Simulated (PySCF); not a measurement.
Job file and geometry (Å, from GFN2-xTB, dihedral held) of an NMR shielding run on SMILES C(C#C)CO, C₄H₆O, GIAO PBE0/pcSseg-1 NMR shielding, non-relativistic, gas phase (PySCF 2.14.0, density-fitted response routines); density fitting, a coarse starting grid and PySCF grid level 2 are the driver's defaults:

```
{"job": {"kind": "nmr", "xc": "PBE0", "basis": "pcSseg-1", "pop": true}, "charge": 0, "multiplicity": 1}
C      2.534667     0.417151     0.192394
C      1.464652    -0.108790     0.098548
C      0.157779    -0.725695    -0.001948
C     -0.958234     0.322749     0.034445
O     -0.786863     1.206924    -1.050164
H      3.477020     0.872199     0.259423
H      0.015245    -1.432099     0.819706
H      0.100770    -1.265710    -0.950893
H     -0.912447     0.869673     0.988271
H     -1.932954    -0.185246    -0.028895
H     -1.433454     1.916219    -0.988014
```

Task: Write the output of this run.

Result: 
```
coarse grid: 9152 points
cycle   1  E = -230.7486797638  dE =  6.110e-01  |g| = 6.579e-01  |ddm| = 3.024e+00
cycle   2  E = -230.6956502630  dE =  5.303e-02  |g| = 8.665e-01  |ddm| = 1.344e+00
cycle   3  E = -230.8332842668  dE = -1.376e-01  |g| = 8.410e-02  |ddm| = 7.957e-01
cycle   4  E = -230.8345862821  dE = -1.302e-03  |g| = 2.696e-02  |ddm| = 8.922e-02
cycle   5  E = -230.8347112343  dE = -1.250e-04  |g| = 1.549e-02  |ddm| = 3.112e-02
cycle   6  E = -230.8347651246  dE = -5.389e-05  |g| = 4.196e-03  |ddm| = 1.245e-02
cycle   7  E = -230.8347694945  dE = -4.370e-06  |g| = 3.692e-04  |ddm| = 3.233e-03
final grid: 88272 points
cycle   8  E = -230.8763493954  dE = -2.327e-05  |g| = 8.300e-03  |ddm| = 2.979e-02
cycle   9  E = -230.8763406145  dE =  8.781e-06  |g| = 1.086e-02  |ddm| = 1.394e-02
cycle  10  E = -230.8763633626  dE = -2.275e-05  |g| = 1.383e-03  |ddm| = 7.776e-03
cycle  11  E = -230.8763637722  dE = -4.096e-07  |g| = 4.096e-04  |ddm| = 1.165e-03
cycle  12  E = -230.8763638081  dE = -3.592e-08  |g| = 1.500e-04  |ddm| = 3.707e-04
cycle  13  E = -230.8763638132  dE = -5.106e-09  |g| = 2.108e-05  |ddm| = 1.218e-04
cycle  14  E = -230.8763638133  dE = -9.197e-11  |g| = 6.875e-06  |ddm| = 2.357e-05
converged SCF energy = -230.8763638133

GIAO shielding tensors (ppm)
atom      isotropic    diamagn.    paramagn.     s11        s22        s33       span
  0 C      111.202     256.693    -145.490     36.058     41.216    256.333    220.275
  1 C       99.478     262.223    -162.745     -1.104      5.885    293.652    294.756
  2 C      163.027     245.818     -82.791    150.524    164.591    173.967     23.443
  3 C      120.190     242.384    -122.194     99.892    108.060    152.619     52.727
  4 O      303.506     386.959     -83.453    255.292    278.822    376.404    121.112
  5 H       30.349      33.778      -3.429     25.050     25.302     40.696     15.646
  6 H       29.490      27.525       1.965     24.410     28.187     35.872     11.463
  7 H       28.951      27.283       1.667     24.543     27.629     34.680     10.137
  8 H       27.639      29.320      -1.681     23.446     26.994     32.475      9.029
  9 H       27.678      28.769      -1.090     22.954     27.313     32.768      9.814
 10 H       31.161      30.404       0.757     21.733     27.146     44.604     22.871
```

The geometry is no minimum: GFN2-xTB, dihedral held.

Size and cost of the density-fitted run: 115 basis functions, 7.5 s wall time on 1 thread of an x86-64 server CPU, shared host.
